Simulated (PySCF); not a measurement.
**Worked example for 5-methyl-1,3-cyclopentadiene: ionisation energy to the radical cation**

Structure: `CC1C=CC=C1` (C6H8).

Level of theory: ωB97X-D3(BJ)/ma-def2-TZVP single points in PySCF, grid level 2; every species was optimised with PBE0-D3(BJ)/def2-SVP. Zero-point energies come from unscaled PBE0-D3(BJ)/def2-SVP harmonic frequencies.

| state | structure | E / Eh |
| --- | --- | --- |
| parent | parent | -233.622590 |
| radical cation | parent | -233.314659 |
| radical cation | radical cation | -233.320636 |
| parent | radical cation | -233.613563 |

Zero-point energy of the radical cation less that of the parent: -0.013 eV. 1 Eh = 27.2114 eV.

Task: Work out the vertical and adiabatic ionisation energy.

Result: Vertical: (-233.314659) − (-233.622590) = 0.307931 Eh = 8.38 eV. Adiabatic: 0.301954 Eh = 8.217 eV, and 8.20 eV with zero-point energy.

Task: And the inner reorganisation energy of self-exchange?

Result: The radical cation relaxes by 162.6 meV and the parent by 245.6 meV, so λ = 408 meV.
